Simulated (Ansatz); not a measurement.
# Al2P2: the cost of one run

Program: Ansatz 0.2.0, Gaussian basis. Level of theory: the settings change from run to run. These are calculated values, not measurements.

1 further run of the same task is left out (it didn't finish).

## (1) The molecule

An earlier B3LYP-D4 in a triple-zeta def2 set relaxation fixed the geometry.

4 atoms, charge -1, spin multiplicity 2.

Atoms are counted from 1 here; the program's logs count them from 0.

Bond lengths: Al1–P3 2.430 Å, Al1–P4 2.430 Å, Al2–P3 2.430 Å, Al2–P4 2.430 Å, P3–P4 2.217 Å. Angles: P3–Al1–P4 54.3°, P3–Al2–P4 54.3°, Al1–P3–Al2 117.1°, Al1–P3–P4 62.9°, Al2–P3–P4 62.9°, Al1–P4–Al2 117.0°, Al1–P4–P3 62.9°, Al2–P4–P3 62.9°.

## (2) PBE0/def2-TZVPD

This run has multiplicity 4, restricted open-shell orbitals, finite nuclei, D3(BJ) with three-body dispersion.

The input, in.yaml:

```yaml
crystal:
  periodic: [false, false, false]
  atoms:
    - {symbol: Al, position_ang: [-1.548345, -0.019539, -1.411653]}
    - {symbol: Al, position_ang: [1.155038, -0.348569, 1.713152]}
    - {symbol: P, position_ang: [0.651238, -0.701879, -0.637385]}
    - {symbol: P, position_ang: [-0.257931, 1.069987, 0.335876]}
basis:
  gaussian: {orbitals: def2-TZVPD, nuclear_model: gaussian}
total_charge: -1
magnetization: {spin_polarized: false, initial_magnetization: 3}
hamiltonian: {xc: {name: PBE0}, dispersion: d3bjatm}
output: {forces: true}
```

Command:

```bash
$ ansatz run in.yaml --threads 2 --pin off --events-out ev --progress --plain --max-ram 4352MiB
```

Q: Estimate wall time and peak memory on 2 threads of AMD EPYC 7R43, shared host.

About 64 s, with a peak of 0.65 GiB.
